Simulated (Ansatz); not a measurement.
Interaction energy ladder

The pair of H$_{3}$O⁺ (SMILES [OH3+], atoms 1–4) and H$_{2}$O$_{2}$ (SMILES OO, atoms 5–8), both closed shells, in one local arrangement (a lower one may exist), relaxed at PBE0-D4/def2-TZVP:

O1  (-0.016, -0.012, -1.452)
H2  (-0.490, 0.514, -2.111)
H3  (-0.200, 0.210, -0.339)
H4  (0.897, -0.172, -1.728)
O5  (-0.420, 0.266, 0.897)
O6  (0.514, -0.659, 1.436)
H7  (-0.218, 1.102, 1.353)
H8  (-0.067, -1.248, 1.945)
(Å)

Computed with Ansatz 0.2.0 (basis: def2-TZVPPD, with def2-QZVPPD for the basis limit); correlated methods freeze the cores. B3LYP uses VWN-RPA correlation. Extrapolation: Hartree–Fock as exp(−7.88 √X), correlation as X^−2.97. Interaction energies count from these two fragments, frozen as in the pair, with the counterpoise correction; negative means bound.

Q: What is the interaction energy by CCSD(T) at an estimated basis limit (MP2 extrapolated from triple and quadruple zeta, plus CCSD(T) − MP2 in triple zeta)? (Judge from chemistry; the value comes from the calculation.)

A: By the calculation: -43.28 kcal/mol. Hartree–Fock alone gives -40.87 kcal/mol at the basis limit. It counts from the two fragments frozen as in the pair.

The same quantity by other methods in triple zeta, and each one's difference from that estimate:
| method | E_int (kcal/mol) | difference |
| --- | --- | --- |
| PBE-D4 | -44.82 | -1.53 |
| revPBE-D4 | -43.32 | -0.03 |
| BLYP-D4 | -42.87 | 0.41 |
| r2SCAN-D4 | -45.72 | -2.43 |
| B97M-V | -44.06 | -0.78 |
| PBE0-D4 | -45.46 | -2.18 |
| B3LYP-D4 | -44.01 | -0.72 |
| HSE06-D4 | -45.49 | -2.20 |
| wB97X-V | -43.86 | -0.58 |
| wB97M-V | -43.44 | -0.16 |
| B2PLYP | -43.08 | 0.21 |
| HF | -40.81 | 2.47 |
| MP2 | -42.59 | 0.70 |
| CCSD | -41.82 | 1.47 |
| CCSD(T) | -42.27 | 1.02 |
Differences are method less estimate.

Q: Which atoms make the shortest contact between the fragments?

A: H3 and O5, 1.26 Å apart.

Energy to bend the free fragments (PBE0-D4 minima) into their shapes in the pair, CCSD(T)/def2-TZVPPD: H$_{3}$O⁺ 12.76 kcal/mol; H$_{2}$O$_{2}$ 0.42 kcal/mol. This must be added to the interaction energy to get the binding energy from relaxed fragments.

Basis-set superposition shift (counterpoise-corrected less uncorrected): CCSD(T) 1.51; MP2 1.51; HF 0.11; PBE0-D4 0.12; wB97M-V 0.12 kcal/mol.

The T1 diagnostic stays at or below 0.013.

For scale, one of the runs: CCSD(T)/def2-TZVPPD, 205 basis functions (an equivalent command: `ansatz run in.yaml --threads 2`). Time: 37 s of wall clock on 2 CPU threads; the host was shared. Peak host memory: 2.8 GiB.
